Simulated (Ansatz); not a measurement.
H$_{3}$OPSi (`O1[SiH2]P1`), relaxed with RKS PBE-D4/def2-SVP in the Gaussian-basis code of Ansatz from a rough embedded geometry. The force threshold is 0.03 eV/Å; the program also tests the step.

Charge 0, multiplicity 1.

Start:

```xyz
6

O     0.282   -0.037    1.121
Si   -0.630   -0.379   -0.269
P     0.538    1.377    0.357
H    -2.003   -0.506    0.122
H     0.036   -1.471   -1.034
H     1.777    1.015   -0.296
```

Q: By how much does the energy fall, and how many steps does the optimiser take? (Best estimate.)

A: Computed: 8.29 kcal/mol, in 5 steps.

Q: Which bonds change most? (Estimate.)

A: Computed: O1–P3 from 1.628 to 1.786 Å; Si2–H4 from 1.433 to 1.497 Å; O1–Si2 from 1.697 to 1.711 Å; P3–H6 from 1.447 to 1.460 Å.

Q: Give the relaxed structure. (Best estimate.)

A: Ansatz gave: 
```xyz
6

O     0.317   -0.099    1.271
Si   -0.563   -0.406   -0.164
P     0.547    1.416    0.354
H    -2.050   -0.481   -0.012
H     0.010   -1.468   -1.051
H     1.739    1.037   -0.399
```
